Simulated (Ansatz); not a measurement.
Process, species as SMILES: OO (H2O2) → 2 H atom + 2 O atom
B3LYP-D3(BJ)/def2-TZVP geometries, fixed; electronic energies without zero-point terms.

Basis-set convergence of the atomisation energy at PBE with Ansatz (a first-principles code). Cartesian d functions, on some or all atoms, in 6-31G*, 6-31G**, 6-31+G*; all else is spherical. The program fits the integrals of some runs and decomposes those of others, by size. Open shells are unrestricted. No added dispersion term, no relativity. Functions are those of the species that has most. Reference: the value in aug-pcseg-3, 282.57 kcal/mol, itself unsure by roughly 0.20 kcal/mol (its mean distance from aug-cc-pVQZ, cc-pV5Z, def2-QZVPPD). Deviations are taken from unrounded values.

```tsv
basis	functions
STO-3G	12
3-21G	22
6-31G	22
pcseg-0	22
6-31G*	34
pcseg-1	38
6-31G**	40
6-31+G*	42
6-311G**	48
6-311+G**	56
6-311++G(2d,2p)	74
pcseg-2	88
6-311++G(3df,3pd)	114
pcseg-3	186
```

Which is the smallest set listed that can be trusted to 4 kcal/mol here, that is, within that of the reference together with its larger relatives (same family, alike in diffuse functions; a set with none to test it counts only in the reference's own line)?

The smallest set listed that lies within 4 kcal/mol of the reference with all its larger relatives (same family, alike in diffuse functions; a set with none counts only in the reference's own line) is 6-311++G(2d,2p) (74 functions, -1.30 kcal/mol off). Inside the window by cancellation, since a larger relative falls out: 6-31G**. Value minus reference: STO-3G 6.11, 3-21G -28.18, 6-31G -34.47, pcseg-0 -40.10, 6-31G* -8.73, pcseg-1 -9.38, 6-31G** -2.43, 6-31+G* -8.66, 6-311G** -5.90, 6-311+G** -5.38, 6-311++G(2d,2p) -1.30, pcseg-2 -0.72, 6-311++G(3df,3pd) 0.22, pcseg-3 -0.05 kcal/mol.
